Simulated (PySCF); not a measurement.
Gas-phase reaction: 3 B₂O + O₃ ⇌ 6 BO

Energies from PySCF, thermal terms from the rigid-rotor harmonic-oscillator model, ideal gas at 1 bar. 'Table' is the NASA 1993 thermochemical table (part measured, part estimated). After a fit of one offset per element over all species, the range-separated, M06-2X, PBE0/def2-QZVP and CCSD(T)/def2-TZVPP enthalpies, where run, lie to one side of the table for B₂O (+77 kJ/mol), O₃ (+19 kJ/mol), BO (+18 kJ/mol): a fault of the table's entry, another state or a shared error of the levels is possible; this was not checked at source. † marks an energy on the PBE0/def2-TZVP geometry and frequencies. MP2 freezes the core. Open shells (unrestricted): BO (multiplicity 2); the rest are closed-shell singlets. For this reaction the table lies outside the span of B3LYP, CCSD(T), M06-2X, MP2, PBE0, r2SCAN, ωB97M-V, ωB97X-V in their largest bases here; which side is off was not settled. MP2 isn't extrapolated to the basis-set limit. Strong static correlation: B₂O, O₃. The table's entry may be an old estimate for B₂O, BO (not checked at source).

MP2/def2-TZVPP† gives ΔH°(298 K) = -731.7 kJ.

**Question.** What does HF/def2-TZVP† give, and where does the table lie?

**Answer.** HF/def2-TZVP†: -879.1 kJ. Table: -430.5 kJ.
